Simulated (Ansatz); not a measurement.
Two shapes of triplet C₄H₆.

Shape 1:

```xyz
10

C     0.5240    0.0059    0.5178
C    -0.5203    0.0117   -0.5147
C     0.5145   -0.7833    1.5835
C    -0.5079    0.7908   -1.5878
H     1.3455    0.7016    0.3780
H    -1.3467   -0.6764   -0.3680
H     1.3079   -0.7505    2.3189
H    -0.2867   -1.4920    1.7604
H    -1.3049    0.7560   -2.3190
H     0.2989    1.4898   -1.7755
```

Shape 2:

```xyz
10

C     0.4164   -0.4490   -0.3925
C    -0.4164    0.4490    0.3925
C     1.0979   -0.0846   -1.4877
C    -1.0979    0.0846    1.4877
H     0.4746   -1.4879   -0.0451
H    -0.4746    1.4879    0.0451
H     1.7109   -0.7974   -2.0442
H     1.0631    0.9432   -1.8629
H    -1.7109    0.7974    2.0442
H    -1.0631   -0.9432    1.8629
```

Basis set: def2-SVP (spherical functions). Left uncorrelated: 4 orbitals. Charge 0, multiplicity 3.

Computed with Ansatz (development build ahead of 0.2.0); each method stands on the lowest determinant of its kind that the runs found.

Task: Which shape is lower in energy, and by how much in each method?

Result:

| method | E(2) − E(1) (eV) |
| --- | --- |
| UHF | -0.212 |
| UHF-MP2 | -0.239 |

Shape 2 is lower. Caution: another spin multiplicity may lie lower; the unrestricted determinant is spin contaminated; the determinant breaks the point group.
